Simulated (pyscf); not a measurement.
Four-centre exchange: H₂B–O–AlH₂ (SMILES B[O][AlH2]) + HCl (SMILES Cl) → HO–AlH₂ (SMILES [OH][AlH2]) + H₂B–Cl (SMILES BCl)

Gas phase, singlet surface, charge 0. Bonds broken: O2–B3, Cl8–H9. Bonds formed: O2–H9, B3–Cl8. Structures and frequencies: ωB97X-D3(BJ)/def2-SVP in PySCF. Correlated levels are frozen-core, on RHF or UHF. ΔMP2 is the change of the MP2 total energy from the triple- to the quadruple-zeta basis.

Transition state (Å):

```xyz
9

Al    -0.0078     0.6321    -1.3622
O     -0.3147     0.5562     0.3437
B     -0.3651    -0.4337     1.4429
H     -0.1265     2.0687    -1.9921
H      0.3514    -0.7139    -2.0940
H      0.7020    -0.8028     1.8709
H     -1.3435    -1.1408     1.4727
Cl    -0.9031     1.2842     2.7508
H     -0.6332     1.3722     1.2922
```

One imaginary mode, 1100i cm⁻¹; descent along it reached the two sides named, in the forms told below.

```csv
bond,change,reactant side (Å),saddle,product side
O2–B3,breaks,1.345,1.480,1.652
Cl8–H9,breaks,1.284,1.486,2.441
O2–H9,forms,2.8,1.291,0.970
B3–Cl8,forms,3.3,2.225,1.851
```

Electronic energies relative to the separated reactants (kcal/mol):

```csv
level,barrier,reaction energy,reverse barrier
ωB97X-D3(BJ)/def2-TZVP,15.3,+10.9,4.3
PBE/def2-TZVP,11.2,+10.3,0.8
r²SCAN/def2-TZVP,12.2,+11.1,1.1
B3LYP-D3(BJ)/def2-TZVP,15.8,+12.3,3.5
PBE0-D3(BJ)/def2-TZVP,12.0,+10.7,1.3
M06-2X/def2-TZVP,14.8,+11.9,3.0
ωB97M-D3(BJ)/def2-TZVP,16.0,+11.6,4.5
HF/def2-TZVP,32.0,+13.3,18.7
MP2/def2-QZVPP,14.3,+10.3,4.0
CCSD/def2-TZVPP,19.5,+11.5,8.0
CCSD(T)/def2-TZVPP,16.7,+11.1,5.6
CCSD(T)/def2-TZVPP + ΔMP2(QZVPP),16.6,+11.0,5.6
```

With CCSD(T)/def2-TZVPP + ΔMP2(QZVPP) energies and thermal terms (ideal gas, 1 atm, RRHO with modes under 100 cm⁻¹ raised to 100, one conformer, R ln 2 for chiral ones without a mode under 150 cm⁻¹), in kcal/mol:

| T (K) | ΔH‡ | ΔG‡ | ΔH | ΔG |
|---|---|---|---|---|
| 298 | 15.8 | 25.9 | +11.9 | +11.1 |
| 600 | 15.7 | 36.2 | +11.5 | +10.4 |
| 900 | 16.1 | 46.4 | +11.3 | +9.9 |
| 1200 | 16.6 | 56.4 | +10.9 | +9.5 |

On the product side the descent ends in an adduct with a B–O contact, 15.8 kcal/mol under the separated species and 20.1 kcal/mol under the saddle at ωB97X-D3(BJ)/def2-TZVP. What is counted as broken (B–O) persists as a longer contact in the product adduct; parting that adduct is a step of its own. This is the saddle that the search found; another between the same sides may lie lower. The CCSD(T) − MP2 part came from Ansatz, without density fitting, on the same reference.
